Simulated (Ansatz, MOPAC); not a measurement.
Breaking a bond: SMILES [SiH3][SiH3], singlet. The Si1–Si5 bond (Si1 also carries H, H, H; Si5 carries H, H, H) is stretched with both fragments frozen at the PBE0/def2-TZVP optimised geometry.

- PM7, restricted, heats of formation (MOPAC)
- RHF/cc-pVTZ (Ansatz, a first-principles code)
- UCCSD(T) = CCSD(T) on UHF/cc-pVTZ, frozen core run with Ansatz

Energies are in eV, each relative to the lowest point of its own curve near equilibrium.

```tsv
R / Å	PM7	RHF	UCCSD(T)
1.87	0.693	2.603	2.379
2.01	0.192	1.109	0.985
2.06	0.093	0.768	0.671
2.22	0.000	0.141	0.111
2.28	0.038	0.044	0.030
2.34	0.108	0.000	0.000
2.41	0.224	0.005	0.017
2.47	0.348	0.047	0.066
2.56	0.566	0.162	0.186
2.73	1.049	0.494	0.510
2.93	1.666	0.986	0.971
3.20	2.467	1.705	1.614
3.51	3.249	2.501	2.300
3.85	3.912	3.281	2.867
4.17	4.379	3.913	3.146
4.66	4.880	4.701	3.286
5.17	5.209	5.330	3.323
5.75	5.446	5.858	3.335
6.35	5.608	6.241	3.340
7.04	5.733	6.527	3.342
8.11	5.870	6.783	3.343
```

At the longest distance, 8.11 Å, RHF lies highest above its minimum (6.783 eV) and UCCSD(T) lowest (3.343 eV).

The restricted form behind PM7, RHF keeps the bonding electrons paired and can't separate into open-shell fragments. The unrestricted determinant behind UCCSD(T) is spin-contaminated at 3.20 to 8.11 Å (<S²> up to 1.0, against 0.00 for a pure singlet).
